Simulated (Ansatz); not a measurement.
# C₃H₅N: small, medium and large basis sets

One table from this session's results is given with a row withheld; the runs are named, their logs left out.

The runs use Ansatz 0.2.0, Gaussian basis; one geometry, several basis sets.

Plan: PBE0-D4/def2-SVP; ωB97M-V/def2-SVP; PBE0-D4/def2-QZVPP; ωB97M-V/def2-QZVPP; CCSD(T)/cc-pV(D+d)Z; CCSD(T)/cc-pV(T+d)Z; CCSD(T)/cc-pV(Q+d)Z; the functionals' def2-TZVPP values are taken from earlier runs.

## The relaxed structure

The geometry comes from an earlier relaxation with PBE0-D4 in a triple-zeta def2 set; it is a stationary point, not always the lowest conformer.

SMILES `C#CNC`, 9 atoms, charge 0, spin multiplicity 1.

Atoms are counted from 1 here; the program's logs count them from 0.

Bond lengths: C1–C2 1.204 Å, C1–H5 1.063 Å, C2–N3 1.338 Å, N3–C4 1.453 Å, N3–H6 1.009 Å, C4–H7 1.091 Å, C4–H8 1.090 Å, C4–H9 1.096 Å. Angles: C2–C1–H5 179.1°, C1–C2–N3 177.6°, C2–N3–C4 118.1°, C2–N3–H6 114.2°, C4–N3–H6 114.6°, N3–C4–H7 108.9°, N3–C4–H8 109.0°, N3–C4–H9 113.1°, H7–C4–H8 108.3°, H7–C4–H9 109.1°, H8–C4–H9 108.5°.

The first run:

Contents of in.yaml:

```yaml
crystal:
  periodic: [false, false, false]
  atoms:
    - {symbol: C, position_ang: [-0.615832, 0.605454, -2.023858]}
    - {symbol: C, position_ang: [0.009266, 0.441770, -1.008364]}
    - {symbol: N, position_ang: [0.709624, 0.205991, 0.106519]}
    - {symbol: C, position_ang: [0.090020, -0.595806, 1.147722]}
    - {symbol: H, position_ang: [-1.153729, 0.750919, -2.928547]}
    - {symbol: H, position_ang: [1.229340, 1.001910, 0.443870]}
    - {symbol: H, position_ang: [0.825671, -0.788442, 1.929400]}
    - {symbol: H, position_ang: [-0.216318, -1.552120, 0.723226]}
    - {symbol: H, position_ang: [-0.789542, -0.115876, 1.592932]}
basis:
  gaussian: {orbitals: def2-SVP}
hamiltonian: {xc: pbe0, dispersion: d4}
output: {orbitals: {seedname: orbitals}}
```

Launch:

```console
> ansatz run in.yaml --threads 2 --pin off --events-out ev --progress --plain --max-ram 32768MiB --backend cpu
```

Among the steps run: PBE0-D4 in def2-SVP; ωB97M-V in def2-SVP; PBE0-D4 in def2-QZVPP; ωB97M-V in def2-QZVPP.

One of the session's tables, all rows but one given; the rest of the session is left out.

It belongs to the step «Functionals by basis». 

| functional | basis | HOMO (eV) | LUMO (eV) |
| --- | --- | --- | --- |
| PBE0-D4 | def2-SVP | -6.07 | 1.36 |
| PBE0-D4 | def2-TZVPP | -6.23 | 0.84 |
| PBE0-D4 | def2-QZVPP | -6.26 | 0.42 |
| ωB97M-V | def2-SVP | ? | ? |
| ωB97M-V | def2-TZVPP | -8.44 | 2.36 |
| ωB97M-V | def2-QZVPP | -8.47 | 1.57 |

Q: Estimate the row for ωB97M-V, def2-SVP from the others.

As computed: HOMO (eV): -8.28; LUMO (eV): 3.20. In the column «HOMO (eV)» it lies between ωB97M-V, def2-TZVPP (-8.44) and PBE0-D4, def2-QZVPP (-6.26).
